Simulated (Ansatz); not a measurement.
**CoSi: experiment and calculation**

**What was measured.**

“Near coincidence of metal-insulator transition and quantum critical fluctuations: Electronic ground state and magnetic order in Fe1-xCoxSi”, 2023, arxiv:2303.13999 reports, for a powder of CoSi at 300 K: lattice constant a 4.4423 ± 0.0005 Å.

How close the calculation comes is told below.

The calculation used Ansatz 0.2.0, DFT r2SCAN, scalar-relativistic, plane waves, PAW.

Plane waves to 500 eV, a k mesh through Γ of 8×8×8 on the computed 8-atom cell and Gaussian smearing (0.10 eV); no spin polarisation.

Relaxed structure, symmetry kept:

```yaml
crystal:
  lattice:
    - [4.38306, 0.00000, 0.00000]
    - [0.00000, 4.38306, 0.00000]
    - [0.00000, 0.00000, 4.38306]
  atoms:
    - { symbol: Co, position: [0.14569, 0.14569, 0.14569] }
    - { symbol: Co, position: [0.35431, 0.85431, 0.64569] }
    - { symbol: Co, position: [0.64569, 0.35431, 0.85431] }
    - { symbol: Co, position: [0.85431, 0.64569, 0.35431] }
    - { symbol: Si, position: [0.84364, 0.84364, 0.84364] }
    - { symbol: Si, position: [0.65636, 0.15636, 0.34364] }
    - { symbol: Si, position: [0.34364, 0.65636, 0.15636] }
    - { symbol: Si, position: [0.15636, 0.34364, 0.65636] }
```

| Property | Result |
| --- | --- |
| Space group | P2_13 (No. 198) |
| Volume per atom | 10.53 Å³ |
| Formation energy from the elements' standard states (uncorrected) | -0.494 eV/atom |
| Generalised Kohn–Sham band gap | none (metal) |
| Density of states at the Fermi level | 0.30 states/eV per cell (so small that it hangs on the mesh: a semimetal, or crossings between mesh points) |
| Löwdin character within 0.5 eV of the Fermi level | Co 3d 85 %, Si 3p 11 % |
| Bulk modulus | 245 GPa |
| Its pressure derivative | 4.8 |
| Bader charges (e) | Co (4 in the cell) -0.50, Si (4 in the cell) 0.50 |

A ferromagnetic start lost its moments in a first run, so spin was left out; other magnetic orders weren't tried.

Against the measured lattice constant a of CoSi, 4.4423 Å (300 K; powder; the paper above), the calculated 4.383 Å is off by -1.3 %. 4 values of this kind are on record (4.433 to 4.445 Å); this one was drawn at random among those near their median, those with a stated uncertainty first. The calculation is for 0 K without zero-point motion.

Cost: 6 runs of about 23 core-minutes in all, on Arm Neoverse V2 (shared hosts).